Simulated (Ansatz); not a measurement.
# UCCSDT/3-21G run of BH2 (boron dihydride)

What is the vertical ionisation energy of BH2 (boron dihydride) at UCCSDT/3-21G? 

Program for the calculation: Ansatz 0.2.0.

58 further runs of the same task are left out: 58 set aside as unsound or not needed.

## (1) The system as given

BH2: 3 atoms, total charge 0, spin state doublet. SMILES: `[BH2]`. Geometry: relaxed at GFN2-xTB.

Bond lengths: B1–H2 1.159 Å, B1–H3 1.159 Å. Angles: H2–B1–H3 128.4°.

## (2) A single-point energy at UCCSDT/3-21G

job.yaml

```yaml
crystal:
  periodic: [false, false, false]
  atoms:
    - {symbol: B, position_ang: [0.262840, -0.166230, 0.128640]}
    - {symbol: H, position_ang: [0.280020, 0.985320, 0.260980]}
    - {symbol: H, position_ang: [-0.542860, -0.819090, -0.389630]}
basis:
  gaussian: {orbitals: 3-21G.json}
scf: {omitted_lower_state_checks: [cluster_reference, increment]}
correlation: {method: ccsdt, frozen_orbitals: {B: 1, H: 0}}
magnetization: {spin_polarized: true, initial_magnetization: 1}
accuracy: high
```

The basis set 3-21G is read from a file made from the Basis Set Exchange's data (not shown).

Launch:

```console
$ ansatz run job.yaml --threads 1 --pin off --max-ram 2610MiB --events-out events.jsonl --progress --plain --runs-dir runs
```

Output, shortened:

```text
Warning: RAYON_NUM_THREADS=1 ignored (pool sized by the plan → 1); use --threads N
Functional definition: HF
  name "HF"
[...]
250 factors; integrals over basis functions are off by at most 1.0e-8 eV
[...]
mean field -696.65541175 eV, -25.6016141717 hartree, gradient 1.8e-8 eV, S^2 0.751873; 2 other end points of the search recorded, 0 dependent functions left out
1 core orbitals not correlated: weight in the atoms' cores, before any rotation towards them, 1.000 or more for the frozen orbitals, at most 0.000 for the correlated occupied ones
reference -696.65541175 eV, -25.6016141717 hartree; 3, 2 occupied and 9, 10 virtual orbitals, 250 factors
second order -1.04304116 eV of doubles, -0.00000000 eV of singles
cycle   1  -1.29584570 eV  change   -2.5e-1 eV  update   3.7e-2
[...]
cycle  20  -1.43015151 eV  change  -1.1e-10 eV  update  7.4e-11
Total energy: -698.08556326 eV, -25.6541712703 hartree
Checks for a lower state left out: cluster_reference, increment
```

Wall time 0.64 s (1 thread of Arm Neoverse V1, shared host).

## (3) The singlet cation at the same level

run.yaml

```yaml
crystal:
  periodic: [false, false, false]
  atoms:
    - {symbol: B, position_ang: [0.262840, -0.166230, 0.128640]}
    - {symbol: H, position_ang: [0.280020, 0.985320, 0.260980]}
    - {symbol: H, position_ang: [-0.542860, -0.819090, -0.389630]}
basis:
  gaussian: {orbitals: 3-21G.json}
total_charge: 1
accuracy: high
correlation: {method: ccsdt, frozen_orbitals: {B: 1, H: 0}}
scf: {omitted_lower_state_checks: [cluster_reference, increment]}
```

The basis set 3-21G is read from a file made from the Basis Set Exchange's data (not shown).

Launch:

```console
$ ansatz run run.yaml --threads 1 --pin off --max-ram 2610MiB --events-out events.jsonl --progress --plain --runs-dir runs
```

Output, shortened:

```text
Warning: RAYON_NUM_THREADS=1 ignored (pool sized by the plan → 1); use --threads N
[... 2 set-up lines as earlier in the session ...]
[...]
250 factors; integrals over basis functions are off by at most 1.0e-8 eV
[...]
mean field -687.96786960 eV, -25.2823528864 hartree, gradient 1.9e-8 eV, S^2 0.000000; 0 other end points of the search recorded, 0 dependent functions left out
1 core orbitals not correlated: weight in the atoms' cores, before any rotation towards them, 1.000 or more for the frozen orbitals, at most 0.000 for the correlated occupied ones
reference -687.96786960 eV, -25.2823528864 hartree; 2, 2 occupied and 10, 10 virtual orbitals, 250 factors
second order -1.00031741 eV of doubles, -0.00000000 eV of singles
cycle   1  -1.25798190 eV  change   -2.6e-1 eV  update   3.9e-2
[...]
cycle  20  -1.39967985 eV  change   1.3e-10 eV  update  7.6e-11
Total energy: -689.36754945 eV, -25.3337901723 hartree
Checks for a lower state left out: cluster_reference, increment
```

Run time: 0.2 s. Hardware: 1 thread of Arm Neoverse V1, shared host.

## (4) Outcome

Level: UCCSDT/3-21G, 1 core orbital frozen.

| quantity | value |
| --- | --- |
| doublet BH2: total energy | -25.65417 Eh |
| doublet BH2: correlation energy (1 core orbital frozen) | -52.6 mEh |
| doublet BH2: ⟨S²⟩ of the reference determinant | 0.752 |
| doublet BH2: T1 diagnostic | 0.005 |
| singlet cation: total energy | -25.33379 Eh |
| singlet cation: correlation energy (1 core orbital frozen) | -51.4 mEh |
| singlet cation: T1 diagnostic | 0.012 |
| vertical ionisation energy (to the singlet cation) | 8.718 eV |

**Reading.** Removing an electron at fixed nuclei costs 8.72 eV (201 kcal/mol). Only the singlet of the ionised species was computed; a triplet could lie lower.
